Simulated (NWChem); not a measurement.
Program: NWChem. System: hydrogen cyanide (CHN), charge 0, spin multiplicity 1, at a geometry optimised with PBE/def2-SVP. Level: real-time TD-B3LYP/6-31G* (spherical d), VWN1-RPA local correlation.

Input file:

```
start mol
memory heap 200 mb stack 900 mb global 1100 mb
geometry "system" units angstroms nocenter noautoz noautosym
  C      0.000000     0.000000    -0.505970
  N      0.000000     0.000000     0.661277
  H      0.000000     0.000000    -1.593117
end
set geometry "system"
basis spherical
  * library 6-31g*
end
dft
  xc b3lyp
  semidirect memsize 60000000 filesize 0
  iterations 100
  convergence energy 1e-10 density 1e-9 gradient 1e-8
  tolerances tight
end
task dft energy
rt_tddft
  tmax 150.0
  dt 0.2
  tag "kick"
  print dipole
  field "kick"
    type delta
    polarization y
    max 0.0001
  end
  excite "system" with "kick"
end
task dft rt_tddft
```

Output (cleaned and shortened):

```
             Northwest Computational Chemistry Package (NWChem) 7.3.0
             --------------------------------------------------------

                                NWChem Input Module
                                -------------------

 Scaling coordinates for geometry "system" by  1.889725989
 (inverse scale =  0.529177249)

                              Geometry "system" -> ""
                              -----------------------

 Output coordinates in angstroms (scale by  1.889725989 to convert to a.u.)

  No.       Tag          Charge          X              Y              Z
 ---- ---------------- ---------- -------------- -------------- --------------
    1 C                    6.0000     0.00000000     0.00000000    -0.50597000
    2 N                    7.0000     0.00000000     0.00000000     0.66127700
    3 H                    1.0000     0.00000000     0.00000000    -1.59311700

 Effective nuclear repulsion energy (a.u.)      23.6045764770

            Nuclear Dipole moment (a.u.)
            ----------------------------
        X                 Y               Z
 ---------------- ---------------- ----------------
     0.0000000000     0.0000000000     0.0000037795


 Summary of "ao basis" -> "" (spherical)
 ------------------------------------------------------------------------------
       Tag                 Description            Shells   Functions and Types
 ---------------- ------------------------------  ------  ---------------------
 *                           6-31g*                   on all atoms

                                 NWChem DFT Module
                                 -----------------

 Summary of "ao basis" -> "ao basis" (spherical)
 ------------------------------------------------------------------------------
       Tag                 Description            Shells   Functions and Types
 ---------------- ------------------------------  ------  ---------------------
 C                           6-31g*                  6       14   3s2p1d
 N                           6-31g*                  6       14   3s2p1d
 H                           6-31g*                  2        2   2s

 Summary of "ao basis" -> "ao basis" (spherical)
 ------------------------------------------------------------------------------
       Tag                 Description            Shells   Functions and Types
 ---------------- ------------------------------  ------  ---------------------
 C                           6-31g*                  6       14   3s2p1d
 N                           6-31g*                  6       14   3s2p1d
 H                           6-31g*                  2        2   2s

  itol2e modified to match energy
  convergence criterion.
  tol_rho modified to match energy
  convergence criterion.

            General Information
            -------------------
          SCF calculation type: DFT
          Wavefunction type:  closed shell.
          No. of atoms     :     3
          No. of electrons :    14
           Alpha electrons :     7
            Beta electrons :     7
          Charge           :     0
          Spin multiplicity:     1
          Use of symmetry is: off; symmetry adaption is: off
          Maximum number of iterations: 100
          AO basis - number of functions:    30
                     number of shells:    14
          Convergence on energy requested:  1.00D-10
          Convergence on density requested:  1.00D-09
          Convergence on gradient requested:  1.00D-08
[...]
     Exponentiation method : Adaptive contractive power series

                        Tolerances
                        ----------
     Zero / comparison / check tolerance  :  1.0000E-08
     Series convergence tolerance         :  1.0000E-10
     Interpolation convergence tolerance  :  1.0000E-07
     Reqd no. zero terms in series        : 3
     Reqd no. zero terms in interpolation : 1

                Output and checking parameters
                ------------------------------
     Quantites to print : messages, dipole, field, energy, <S^2>
     No. print points   : 750 (once every 1 time steps)
     No. checks         : 10 (once every 75 time steps)
     No. restart points : 100 (once every 7 time steps)
     Checking level     : 1 (checkpoints only)
     Profiling          : No

 Dipole and quadrupole matrices
 ------------------------------
     Center of mass = ( 0.0000E+00,  0.0000E+00,  1.1073E-01)
     norm[D_x]  =  1.2173E+00
     norm[D_y]  =  1.2173E+00
     norm[D_z]  =  3.0106E+00
     norm[Q_xx] =  4.4454E+00
     norm[Q_xy] =  1.4818E+00
     norm[Q_xz] =  1.7221E+00
     norm[Q_yy] =  4.4454E+00
     norm[Q_yz] =  1.7221E+00
     norm[Q_zz] =  1.0614E+01

         Applied fields
         --------------

               "kick"
     Type            : delta
     Polarization    : y
     Field maximum   :  1.0000E-04 au =  5.1421E-02 V/nm

        Excitation rules
        ----------------
     Excite geometry "system" with "kick"

                             Closed shell propagation
                             ------------------------

****************************** WARNING ******************************
  Starting movecs not specified--trying SCF output:
   ./mol.movecs
*********************************************************************

     File name              : ./mol.movecs
     Job title              :
     Basis set name         : ao basis
     SCF type               : dft
     Atomic orbitals        : 30
     Molecular orbitals     : 30

   Vector      Occupation     Eigenvalue [au]
 --------------------------------------------
         1        2.00       -1.43618490E+01
         2        2.00       -1.02437779E+01
         3        2.00       -9.15451436E-01
         4        2.00       -6.05020697E-01
         5        2.00       -3.80311178E-01
         6        2.00       -3.56529449E-01
         7        2.00       -3.56529449E-01
         8        0.00        1.73132883E-02
         9        0.00        1.73132883E-02
        10        0.00        7.39813730E-02
        11        0.00        2.81641839E-01
        12        0.00        5.20684769E-01
        13        0.00        5.20684769E-01
        14        0.00        6.45840184E-01
        15        0.00        6.92850979E-01
        16        0.00        7.70291364E-01
        17        0.00        7.70291364E-01
        18        0.00        8.09812279E-01
        19        0.00        1.06555089E+00
        20        0.00        1.47331267E+00
        21        0.00        1.50969506E+00
        22        0.00        1.50969533E+00
        23        0.00        1.52247690E+00
        24        0.00        1.52247690E+00
        25        0.00        1.94391803E+00
        26        0.00        1.94391836E+00
        27        0.00        2.54228200E+00
        28        0.00        2.54228200E+00
        29        0.00        2.60105676E+00
        30        0.00        2.95561896E+00

kick      0.00000        ### Propagation started ###
kick      0.00000        ### Checks passed ###
kick      0.00000   0.000000000000E+000   1.000000000000E-004   0.000000000000E+000     # Applied E-field [system] (alpha spin)
kick      0.00000   0.000000000000E+000   1.000000000000E-004   0.000000000000E+000     # Applied E-field [system] (beta spin)
kick      0.00000   2.360457647704E+001     # Enuc
kick      0.00000  -1.722800216354E+002     # Ecore
kick      0.00000   6.784527456216E+001     # Ecoul
kick      0.00000  -1.258928153247E+001     # Exc(1)
kick      0.00000   0.000000000000E+000     # Exc(2)
kick      0.00000  -9.341945212863E+001     # Etot
kick      0.00000   4.263256414561E-014     # Eadded
kick      0.00000  -2.203081726342E-014   3.644177853454E-014  -1.148735845134E+000     # Dipole moment [system]
kick      0.00000        ### Saved restart file ###
kick      0.00000   4.729550084903E-014     # Magnus interpol (matrix 1 of 1)
kick      0.00000                     2     # Magnus total interpolations
kick      0.20000   0.000000000000E+000   0.000000000000E+000   0.000000000000E+000     # Applied E-field [system] (alpha spin)
kick      0.20000   0.000000000000E+000   0.000000000000E+000   0.000000000000E+000     # Applied E-field [system] (beta spin)
kick      0.20000   2.360457647704E+001     # Enuc
kick      0.20000  -1.722800216348E+002     # Ecore
kick      0.20000   6.784527456216E+001     # Ecoul
kick      0.20000  -1.258928153246E+001     # Exc(1)
kick      0.20000   0.000000000000E+000     # Exc(2)
kick      0.20000  -9.341945212809E+001     # Etot
kick      0.20000   5.399130031947E-010     # Eadded
kick      0.20000  -2.201798251972E-014   1.103442785090E-005  -1.148735845135E+000     # Dipole moment [system]
kick      0.20000   2.686739719593E-014     # Magnus interpol (matrix 1 of 1)
kick      0.20000                     2     # Magnus total interpolations
kick      0.40000   0.000000000000E+000   0.000000000000E+000   0.000000000000E+000     # Applied E-field [system] (alpha spin)
kick      0.40000   0.000000000000E+000   0.000000000000E+000   0.000000000000E+000     # Applied E-field [system] (beta spin)
kick      0.40000   2.360457647704E+001     # Enuc
...
kick     28.00000                     2     # Magnus total interpolations
kick     28.20000   0.000000000000E+000   0.000000000000E+000   0.000000000000E+000     # Applied E-field [system] (alpha spin)
kick     28.20000   0.000000000000E+000   0.000000000000E+000   0.000000000000E+000     # Applied E-field [system] (beta spin)
kick     28.20000   2.360457647704E+001     # Enuc
kick     28.20000  -1.722800216342E+002     # Ecore
kick     28.20000   6.784527456132E+001     # Ecoul
kick     28.20000  -1.258928153237E+001     # Exc(1)
kick     28.20000   0.000000000000E+000     # Exc(2)
kick     28.20000  -9.341945212819E+001     # Etot
kick     28.20000   4.412896714712E-010     # Eadded
kick     28.20000  -2.656892626122E-014  -4.426855197555E-005  -1.148735844216E+000     # Dipole moment [system]
kick     28.20000   6.661338147751E-016     # Magnus int
```
